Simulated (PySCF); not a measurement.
## `C(=COCC)=O`, C₄H₆O₂

Geometry (Å), atoms numbered from 1 in this order:
```xyz
12

C    -1.7936   -0.4235   -0.4599
C    -0.4258   -0.2640    0.1519
O     0.3288    0.6110   -0.6489
C     1.5995    0.8455   -0.2171
C     2.1951    0.2981    0.8333
O     2.7642   -0.1470    1.7531
H    -2.4072   -1.1052    0.1466
H    -1.7157   -0.8346   -1.4769
H    -2.3056    0.5480   -0.5184
H     0.0897   -1.2440    0.2241
H    -0.4983    0.1413    1.1820
H     2.1784    1.5517   -0.8146
```

Level of theory: GIAO B97-2/aug-pcSseg-1 magnetisability, rotational g tensor and spin-rotation constants, non-relativistic, gas phase in PySCF 2.14.0. Geometry: PBE0-D3(BJ)/def2-SVP.

**Question.** How diamagnetic is it, and how anisotropic?

**Answer.** Isotropic -792 × 10⁻³⁰ J/T², or -47.7 × 10⁻⁶ cm³/mol; principal values -909, -782, -684 × 10⁻³⁰ J/T², anisotropy 195 × 10⁻³⁰ J/T² (root of half the summed squared differences of the principal values). The susceptibility is in cgs units.

**Question.** Split it along the inertial axes a, b, c into diamagnetic and paramagnetic parts about the centre of mass, with the quadrupole moment.

**Answer.** 
| axis | χ (10⁻⁶ cm³/mol) | diamagnetic (10⁻⁶ cm³/mol) | paramagnetic (10⁻⁶ cm³/mol) | summed x² of all electrons (Å²) | quadrupole Θ (D Å) |
| --- | --- | --- | --- | --- | --- |
| a | -51.5 | -195.1 | 143.6 | 155.5 | -1.82 |
| b | -44.5 | -705.8 | 661.4 | 35.1 | +2.43 |
| c | -47.1 | -808.7 | 761.6 | 10.9 | -0.61 |

Anisotropies 2χaa − χbb − χcc = -11.4 and 2χbb − χaa − χcc = +9.6 × 10⁻⁶ cm³/mol. Θ is traceless in Buckingham's convention.

**Question.** And the rotational g tensor?

**Answer.** 
```tsv
axis	rotational constant (GHz)	g	nuclear part	electronic part
a	10.0143	-0.0561	0.6197	-0.6758
b	1.8778	-0.0189	0.5645	-0.5834
c	1.6138	-0.0129	0.5645	-0.5774
```
Asymmetric top; isotopes 12C, 1H, 16O; no vibrational averaging.
